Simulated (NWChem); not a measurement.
Everything below was run with NWChem. System: CH$_{3}$, charge 0, spin multiplicity 2, at a geometry optimised with UB3LYP/def2-SVP. The structure started from a generated list of species. Its SCF solution wasn't tested for a lower state. Level: UMP2/def2-TZVP, 1 core orbitals frozen.

Job file:

```
start mol
memory heap 200 mb stack 900 mb global 1100 mb
geometry units angstroms nocenter noautoz
  C      0.000000     0.000000     0.000001
  H      0.000000     0.000000     1.090798
  H     -0.944657     0.000000    -0.545403
  H      0.944657     0.000000    -0.545403
  symmetry group C2v
end
basis spherical
  * library def2-tzvp
end
scf
  uhf
  nopen 1
  maxiter 100
  thresh 1e-7
  semidirect memsize 60000000 filesize 0
  # guess.movecs holds the orbitals of an unrestricted PBE0 run
  vectors input guess.movecs output mol.movecs
end
mp2
  freeze core 1
end
task mp2 energy
```

Output (cleaned and shortened):

```
             Northwest Computational Chemistry Package (NWChem) 7.3.0
             --------------------------------------------------------

                                NWChem Input Module
                                -------------------

 Scaling coordinates for geometry "geometry" by  1.889725989
 (inverse scale =  0.529177249)

 Turning off AUTOSYM since
 SYMMETRY directive was detected!

                             Geometry "geometry" -> ""
                             -------------------------

 Output coordinates in angstroms (scale by  1.889725989 to convert to a.u.)

  No.       Tag          Charge          X              Y              Z
 ---- ---------------- ---------- -------------- -------------- --------------
    1 C                    6.0000     0.00000000     0.00000000     0.00000100
    2 H                    1.0000     0.00000000     0.00000000     1.09079800
    3 H                    1.0000    -0.94465700     0.00000000    -0.54540300
    4 H                    1.0000     0.94465700     0.00000000    -0.54540300

 Effective nuclear repulsion energy (a.u.)       9.5725784505

            Nuclear Dipole moment (a.u.)
            ----------------------------
        X                 Y               Z
 ---------------- ---------------- ----------------
     0.0000000000     0.0000000000    -0.0000037795

      Symmetry information
      --------------------

 Group name             C2v
 Group number             16
 Group order               4
 No. of unique centers     3

      Symmetry unique atoms

     1    2    3


 Summary of "ao basis" -> "" (spherical)
 ------------------------------------------------------------------------------
       Tag                 Description            Shells   Functions and Types
 ---------------- ------------------------------  ------  ---------------------
 *                         def2-tzvp                  on all atoms

 Summary of "ao basis" -> "ao basis" (spherical)
 ------------------------------------------------------------------------------
       Tag                 Description            Shells   Functions and Types
 ---------------- ------------------------------  ------  ---------------------
 C                         def2-tzvp                11       31   5s3p2d1f
 H                         def2-tzvp                 4        6   3s1p

                                 NWChem SCF Module
                                 -----------------

  ao basis        = "ao basis"
  functions       =    49
  atoms           =     4
  alpha electrons =     5
  beta  electrons =     4
  charge          =   0.00
  wavefunction    = UHF
  use symmetry    = T
  symmetry adapt  = T

 Summary of "ao basis" -> "ao basis" (spherical)
 ------------------------------------------------------------------------------
       Tag                 Description            Shells   Functions and Types
 ---------------- ------------------------------  ------  ---------------------
 C                         def2-tzvp                11       31   5s3p2d1f
 H                         def2-tzvp                 4        6   3s1p

      Symmetry analysis of basis
      --------------------------

        a1         23
        a2          4
        b1         13
        b2          9

 Forming initial guess at       0.1s

   Symmetry analysis of molecular orbitals - initial alpha
   -------------------------------------------------------

  Numbering of irreducible representations:

     1 a1          2 a2          3 b1          4 b2
[...]
 -----------   ------   -------------------------------------------------------
    1 C    6     3.83   0.43  0.56  0.27  0.37  0.09  0.78  0.93  0.37  0.00  0.01  0.00
    2 H    1     0.39   0.12  0.22  0.04  0.01
    3 H    1     0.39   0.12  0.22  0.04  0.01
    4 H    1     0.39   0.12  0.22  0.04  0.01

   Mulliken analysis of the beta density
   -------------------------------------

    Atom       Charge   Shell Charges
 -----------   ------   -------------------------------------------------------
    1 C    6     2.57   0.43  0.56  0.23  0.32  0.05  0.41  0.42  0.13  0.01  0.01  0.00
    2 H    1     0.48   0.14  0.27  0.06  0.01
    3 H    1     0.48   0.14  0.27  0.06  0.01
    4 H    1     0.48   0.14  0.27  0.06  0.01

   Mulliken analysis of the spin density
   -------------------------------------

    Atom       Charge   Shell Charges
 -----------   ------   -------------------------------------------------------
    1 C    6     1.26   0.00 -0.00  0.04  0.05  0.05  0.37  0.51  0.25 -0.00 -0.00 -0.00
    2 H    1    -0.09  -0.02 -0.05 -0.02  0.01
    3 H    1    -0.09  -0.02 -0.05 -0.02  0.01
    4 H    1    -0.09  -0.02 -0.05 -0.02  0.01

       Multipole analysis of the density wrt the origin
       ------------------------------------------------

     L   x y z        total         alpha         beta         nuclear
     -   - - -        -----         -----         ----         -------
     0   0 0 0     -0.000000     -5.000000     -4.000000      9.000000

     1   1 0 0      0.000000      0.000000      0.000000      0.000000
     1   0 1 0      0.000000      0.000000      0.000000      0.000000
     1   0 0 1     -0.000000      0.000000      0.000003     -0.000004

     2   2 0 0     -5.366563     -6.096668     -5.643365      6.373470
     2   1 1 0      0.000000     -0.000000      0.000000      0.000000
     2   1 0 1     -0.000000      0.000000     -0.000000      0.000000
     2   0 2 0     -6.732590     -4.695710     -2.036880      0.000000
     2   0 1 1     -0.000000      0.000000     -0.000000      0.000000
     2   0 0 2     -5.366538     -6.096682     -5.643382      6.373525

                   NWChem MP2 Semi-direct Energy/Gradient Module
                   ---------------------------------------------

  Basis functions       =     49
  Molecular orbitals    =     49
  Frozen core           =      1
  Frozen virtuals       =      0
  Active alpha occupied =      4
  Active beta occupied  =      3
  Active alpha virtual  =     44
  Active beta virtual   =     45
  Use MO symmetry       = T
  Use skeleton AO sym   = T

  AO/Fock/Back tols     =   1.0D-09  1.0D-09  1.0D-09

 GA uses MA = F    GA memory limited = T

 Available:
  local mem=  1.26D+08
 global mem=  1.44D+08
 local disk=  0.00D+00
  mp2_memr nvloc                    44
  nvloc new                    44
   1 passes of   4:        3145728                      13694                    737212.
   1 passes of   4: M    126153527           G      144174398           F     123007799.

 Semi-direct pass number   1 of   1  for UHF alpha       at        0.3s
  vrange nnbf                  1225
  mp2_eaftype                    10  avail_ma_in_mb                  1099
 EAF : mp2_eaftype filesize          10     368606.
  mp2_eaf for mointskh                     10
Node 0 wrote      1.7 Mb in      0.0 s     Agg I/O rate:  1348.2 Mb/s
 Done moints_semi at        0.7s
  mp2_eaftype                    10  avail_ma_in_mb                  1089
 EAF : mp2_eaftype filesize          10     368606.
  mp2_eaf for kh                    10
 Done maket at        0.7s
 Done multipass loop at        0.7s

 GA uses MA = F    GA memory limited = T

 Available:
  local mem=  1.26D+08
 global mem=  1.44D+08
 local disk=  0.00D+00
  mp2_memr nvloc                    45
  nvloc new                    45
   1 passes of   3:        3145728                      11645                    566447.
   1 passes of   3: M    126153527           G      144174398           F     123007799.

 Semi-direct pass number   1 of   1  for UHF beta        at        0.7s
  vrange nnbf                  1225
  mp2_eaftype                    10  avail_ma_in_mb                  1099
 EAF : mp2_eaftype filesize          10     283223.
  mp2_eaf for mointskh                     10
Node 0 wrote      1.3 Mb in      0.0 s     Agg I/O rate:  1356.4 Mb/s
 Done moints_semi at        1.0s
  mp2_eaftype                    10  avail_ma_in_mb                  1089
 EAF : mp2_eaftype filesize          10     283223.
  mp2_eaf for kh                    10
 Done maket at        1.0s
 Done multipass loop at        1.0s

          -------------------------------------------
          SCF energy                 -39.577054781012
          Correlation energy          -0.150158477484
          Singlet pairs                0.000000000000
          Triplet pairs                0.000000000000
          Total MP2 energy           -39.727213258496
          -------------------------------------------

          ---------------------------------------------------
                    Spin Component Scaled (SCS) MP2
          Same spin pairs                     -0.029198093411
          Same spin scaling factor             0.333333333333
          Opposite spin pairs                 -0.120960384073
          Opposite spin scaling fact.          1.200000000000
          SCS-MP2 correlation energy          -0.154885158691
          Total SCS-MP2 energy               -39.731939939703
          ---------------------------------------------------

 -----------------------
 Performance information
 -----------------------

 Timer overhead =  1.40D-07 seconds/call

               Nr. of calls         CPU time (s)                 Wall time (s)                GFlops
             ---------------    -------------------     ------------------------------   -------------------
Name         Min   Avg   Max    Min     Avg     Max     Min     Avg     Max   Mx/calls   Min     Max     Sum
mp2: moin     2     2     2   0.62    0.62    0.62     0.62    0.62    0.62    0.31      0.0     0.0     0.0
mp2: make     2     2     2   2.60E-2 2.60E-2 2.60E-2  2.60E-2 2.60E-2 2.60E-2 1.30E-2   0.0     0.0     0.0
mp2: tota     1     1     1   0.70    0.70    0.70     0.70    0.70    0.70    0.70      0.0     0.0     0.0

 The average no. of pstat calls per process was 5.00D+00
 with a timing overhead of 6.98D-07s

 Task  times  cpu:        1.0s     wall:        1.0s

 Total times  cpu:        1.0s     wall:        1.0s
```
